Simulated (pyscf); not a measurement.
Routes from HO–SiH(OH)–F + H atom (H•)

Candidate steps break at most two bonds and form at most two. Each was searched with GFN2-xTB (tblite) first. Optimised with ωB97X-D3(BJ)/def2-SVP in PySCF. Energies: ωB97M-D3(BJ)/def2-TZVP, kcal/mol, from the separated reactants, doublet surface.

```json
[
 {"products": "HO–SiH(OH)–F + H•", "type": "substitution at Si", "ΔE‡": "13.8", "ΔE": "0.0", "ΔG‡ 298 K": "22.3", "ΔG‡ 900 K": "39.5", "ν‡ (cm⁻¹)": "423i"},
 {"products": "HO–SiH•–OH + HF", "type": "atom transfer", "ΔE‡": "39.7", "ΔE": "+27.8", "ΔG‡ 298 K": "48.4", "ΔG‡ 900 K": "64.5", "ν‡ (cm⁻¹)": "583i"}
]
```

Row 2: On the product side the descent ends in a complex, 5.1 kcal/mol under the separated species and 16.4 kcal/mol under the saddle at ωB97X-D3(BJ)/def2-TZVP. 

Plain bond fissions and candidates not yet searched are not listed, and one of them may be faster. Each barrier is that of the saddle found; lower ones may exist.
